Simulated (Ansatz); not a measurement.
Gas-phase electronic energies from Ansatz, PBE0-D4/def2-TZVP geometries. CCSD(T)/CBS adds triple-zeta CCSD(T) − MP2 to the extrapolated MP2 energy (def2 sets, frozen cores). This one scheme is used for every species. DFT in def2-TZVPP. Each species was taken in one conformer, which may not be the lowest.

Reaction (formal loss of a carbene): `CCCCF` → `CCC` + `[CH]F`

`CCCCF`:

```xyz
14

C    -0.070    1.493   -1.250
C    -0.201    0.071   -0.733
C     0.154   -0.052    0.740
C     0.052   -1.458    1.269
F     0.964   -2.285    0.627
H    -0.726    2.176   -0.702
H     0.954    1.859   -1.137
H    -0.331    1.560   -2.308
H     0.444   -0.596   -1.312
H    -1.227   -0.285   -0.885
H     1.171    0.317    0.913
H    -0.512    0.579    1.341
H    -0.945   -1.878    1.096
H     0.273   -1.500    2.340
```

`CCC`:

Z-matrix (Å, degrees):
```
C
C 1 1.519
H 1 1.094 2 111.1
H 1 1.094 2 111.1 3 119.5
H 1 1.093 2 111.7 3 -120.3
C 2 1.519 1 112.7 3 -59.7
H 2 1.095 1 109.5 3 178.2
H 2 1.095 1 109.5 3 62.4
H 6 1.094 2 111.0 1 59.7
H 6 1.093 2 111.7 1 -180.0
H 6 1.094 2 111.1 1 -59.7
```

`[CH]F`:

Cartesian coordinates in Å:
```
C 0.128 0.104 -0.482
F -0.486 -0.887 0.095
H 0.358 0.783 0.387
```

CCSD(T)/CBS gives +375.5 kJ/mol.

Q: Another level gave +393.8 kJ/mol. Which?
A. BLYP/def2-TZVPP
B. HF/def2-TZVPP
C. B2PLYP/def2-TZVPP
D. LC-ωPBE/def2-TZVPP

A: D. LC-ωPBE 393.8, HF/def2-TZVPP 331.4, BLYP 344.7, B2PLYP 372.0 kJ/mol.

Q: What do rigid-rotor, harmonic-oscillator terms from PBE0-D4/def2-TZVP frequencies (298.15 K, 1 bar) make of the CCSD(T)/CBS value? (Estimate.)

A: Ansatz gave: ΔZPE = -24.7 kJ/mol, ΔH = +356.1 kJ/mol, ΔS = 165 J/(mol·K), ΔG = +306.9 kJ/mol.

Largest T1 diagnostic among the species: 0.018.

In def2-TZVPP, CCSD(T) changes the Hartree–Fock value by +38.0 kJ/mol (the triples alone add +2.2 kJ/mol) and MP2 by +65.1 kJ/mol. From r2SCAN to r2SCAN0 (25 % exact exchange), in def2-TZVPP and without D4, ΔE moves by +5.7 kJ/mol.
